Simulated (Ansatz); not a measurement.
Relaxation of BH6Si (8 atoms, charge 0, multiplicity 2), to a largest force component of 0.03 eV/Å in at most 50 steps.

Computed with UKS PBE/def2-SVP (Ansatz).

```xyz
8
Properties=species:S:1:pos:R:3:forces:R:3
B -0.002 0.014 -0.298 0.00 -0.01 -0.44
H -0.002 0.119 0.903 0.00 0.05 0.29
H 1.053 -0.039 -0.897 0.00 -0.01 -0.01
H -1.056 -0.039 -0.898 0.00 -0.01 -0.01
Si 0.004 -0.017 3.564 0.00 -0.02 0.24
H -0.771 -1.213 4.051 -0.01 -0.02 -0.02
H 1.426 -0.080 4.057 0.03 0.00 -0.02
H -0.653 1.254 4.029 -0.01 0.03 -0.03
```

Task: Where does it end, and by what steps?

Result: The forces met the threshold. The force dipped under the threshold on the way, but the program's further checks kept it going. After 5 steps the energy has fallen by 0.054 eV; Si5 moved furthest, 0.44 Å.

```csv
step,energy less start (eV),largest force component (eV/Å),accepted
0,0.0000,0.443,yes
1,-0.0407,0.059,yes
2,-0.0473,0.263,yes
3,-0.0528,0.045,yes
4,-0.0539,0.024,yes
5,-0.0543,0.010,yes
```

```xyz
8
Properties=species:S:1:pos:R:3
B -0.002 0.027 -0.718
H -0.003 0.187 0.487
H 1.049 -0.055 -1.320
H -1.054 -0.056 -1.321
Si 0.006 -0.034 4.005
H -0.774 -1.229 4.482
H 1.434 -0.091 4.476
H -0.656 1.251 4.422
```

Run time: 12 s on 1 thread of Arm Neoverse V1 (shared host), peak memory 0.11 GiB.
